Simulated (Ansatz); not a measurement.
# SiNH (triplet): from Hartree-Fock to the top rungs at distance Si1–N2 = 2.655 Å, 6-31G

How much of the correlation energy of SiNH (triplet) does each wave-function method recover here?

Program: Ansatz 0.2.0, Gaussian basis. Level of theory: 6-31G, core rule «outside noble gas», up to 6 orbitals frozen. These are calculated values, not measurements.

Plan: UHF; CCSD(T) on ROHF; CCSD(T) on UHF; BCCD(T) on ROHF; CISD; CCSDT(Q) on ROHF; CCSDT(Q) on UHF; CCSDTQ on ROHF; CCSDTQ on UHF; CASSCF and MRCISD+Q, 4 electrons in 4 orbitals; CASSCF and NEVPT2, 4 electrons in 4 orbitals; CASSCF and MRCISD+Q, 10 electrons in 9 orbitals; CASSCF and NEVPT2, 10 electrons in 9 orbitals; Full CI.

3 further runs of the same task are left out: 2 for a known fault of the program, 1 that didn't finish.

**1. What is computed**

The geometry derives from a PBE0/def2-TZVP stationary point (not a proven minimum). One bond is set to the value named and the two fragments are kept rigid.

3 atoms, charge 0, spin multiplicity 3.

Atoms are counted from 1 here; the program's logs count them from 0.

Bond lengths: Si1–H3 1.520 Å.

**2. UHF**

in.yaml reads:

```yaml
crystal:
  periodic: [false, false, false]
  atoms:
    - {symbol: Si, position_ang: [0.000000, -0.135955, 0.839964]}
    - {symbol: N, position_ang: [0.000000, 0.185533, -1.795500]}
    - {symbol: H, position_ang: [0.000000, 1.210055, 1.545952]}
basis:
  gaussian: {orbitals: 6-31G}
magnetization: {spin_polarized: true, initial_magnetization: 2}
hamiltonian: {xc: hf}
output: {orbitals: {seedname: orbitals}}
```

On the command line:

```
$ ansatz run in.yaml --threads 1 --pin off --events-out ev --progress --plain --max-ram 4096MiB --backend cpu
```

Further steps of the session: CCSD(T) on ROHF; CCSD(T) on UHF; BCCD(T) on ROHF; CISD; CCSDT(Q) on ROHF; CCSDT(Q) on UHF; CCSDTQ on ROHF; CCSDTQ on UHF; CASSCF and MRCISD+Q, 4 electrons in 4 orbitals; CASSCF and NEVPT2, 4 electrons in 4 orbitals; CASSCF and MRCISD+Q, 10 electrons in 9 orbitals; CASSCF and NEVPT2, 10 electrons in 9 orbitals; Full CI.

Q: Predict the results of all the runs planned. Wanted: FCI below the RHF energy; RMP2 from FCI; UMP2 from FCI; RCCSD from FCI; RCCSD(T) from FCI; UCCSD(T) from FCI; RCCSDT(Q) from FCI; UCCSDT(Q) from FCI; NEVPT2 pair from FCI.

As calculated:

| quantity | value |
| --- | --- |
| FCI below the RHF energy | -4.4429 eV |
| RMP2 from FCI | +31.72 kcal/mol |
| UMP2 from FCI | +23.44 kcal/mol |
| RCCSD from FCI | +3.57 kcal/mol |
| RCCSD(T) from FCI | +0.99 kcal/mol |
| UCCSD(T) from FCI | +1.21 kcal/mol |
| RCCSDT(Q) from FCI | 0.00 kcal/mol |
| UCCSDT(Q) from FCI | -0.02 kcal/mol |
| NEVPT2 pair from FCI | +17.45 kcal/mol |
| NEVPT2 valence from FCI | +11.13 kcal/mol |
| MRCISD+Q valence from FCI | +0.79 kcal/mol |
| levels within 1 kcal/mol (43 meV) | RCCSD(T), RCCSDT, UCCSDT, RCCSDT(Q), UCCSDT(Q), RCCSDTQ, UCCSDTQ, MRCISD+Q valence |
| T1 diagnostic | 0.076 |
| effectively unpaired electrons | 2.61 |

In words: RCCSD(T) lands +0.99 kcal/mol from the yardstick (1.0 % of the correlation energy). The occupations show some static correlation. Of the multireference levels listed MRCISD+Q valence comes nearest in total energy (+0.79 kcal/mol), which doesn't show that its space is the better one. Coupled cluster took another determinant than the lowest Hartree-Fock one. These misses are within one basis, not against nature; the frozen cores of restricted and unrestricted runs differ, which can shift their rows.
